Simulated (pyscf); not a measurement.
Single points on ωB97X-D3(BJ)/def2-SVP structures (PySCF, gas phase). MP2 and CC: frozen core, UHF for open shells. ΔMP2 is the change of the MP2 total energy from the triple- to the quadruple-zeta basis.

SMILES: [Mg]([NH2])[SH]
```xyz
6

N      0.6086    -1.2221    -0.2209
Mg    -0.0882     0.5292    -0.3034
S     -0.9392     2.6640    -0.4074
H      1.0728    -1.7250    -0.9733
H      0.5842    -1.8489     0.5796
H      0.2096     3.2404     0.0032
```

How much does it cost (ΔH, 298 K, CCSD(T)/def2-TZVPP + ΔMP2(QZVPP)) to split H₂N–Mg–SH (SMILES [NH2][Mg][SH]) at its Mg–S bond into [H₂N–Mg]• + SH•?

Mg–S to [H₂N–Mg]• + SH•: 358.5 kJ/mol. The radicals are drawn with the spin at the cut bond; how far it spreads was not checked. Other isomers of [H₂N–Mg]• were not searched in full and may lie lower. The CCSD(T) − MP2 part came from Ansatz, without density fitting, on the same reference. The frozen core leaves the outer d or s,p core shells of the metals and heavy elements correlated in the MP2 and CC values, and def2-TZVPP describes them poorly, which can shift differences by a few kcal/mol. Left out: the spin-orbit lowering of SH.
